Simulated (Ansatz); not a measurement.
```yaml
crystal:
  periodic: [false, false, false]
  atoms:
    - {symbol: Ga, position_ang: [0.000000, 0.000000, -2.482328]}
    - {symbol: Si, position_ang: [0.000000, 0.000000, 0.058496]}
    - {symbol: Ge, position_ang: [0.000000, 0.000000, 2.423833]}
basis:
  gaussian: {orbitals: def2-TZVP}
magnetization: {spin_polarized: true, initial_magnetization: 3}
hamiltonian: {xc: pbe0}
relax: {f_tol: 0.004, max_steps: 80}
```

```sh
$ ansatz run in.yaml --threads 1 --pin off --events-out ev --progress --plain --max-ram 2176MiB
```

Steps of the relaxation (energy above the last step; positions in Å, forces in eV/Å):

```
3
step 1, 9.7 meV
Ga    0.000    0.000   -2.482    0.000    0.000   -0.042
Si    0.000    0.000    0.058    0.000    0.000   -0.384
Ge    0.000    0.000    2.424    0.000    0.000    0.427
```

```
3
step 2, 0.2 meV
Ga    0.000    0.000   -2.500    0.000    0.000    0.018
Si    0.000    0.000    0.047    0.000    0.000   -0.067
Ge    0.000    0.000    2.453    0.000    0.000    0.049
```

```
3
step 3, 0.0 meV
Ga    0.000    0.000   -2.500    0.000    0.000    0.008
Si    0.000    0.000    0.044    0.000    0.000   -0.010
Ge    0.000    0.000    2.456    0.000    0.000    0.002
```

```
3
step 4, 0.0 meV
Ga    0.000    0.000   -2.499    0.000    0.000   -0.001
Si    0.000    0.000    0.043    0.000    0.000    0.000
Ge    0.000    0.000    2.456    0.000    0.000    0.000
```

Close pairs at the end: Si2–Ge3 2.412 Å, Ga1–Si2 2.542 Å.

A stationary point of unrestricted PBE0 after 4 steps, with ⟨S²⟩ = 3.765 against 3.75 for a pure state; no frequencies were run, so it isn't proven a minimum. 44 s on 1 thread of AMD EPYC 9R45, shared host.
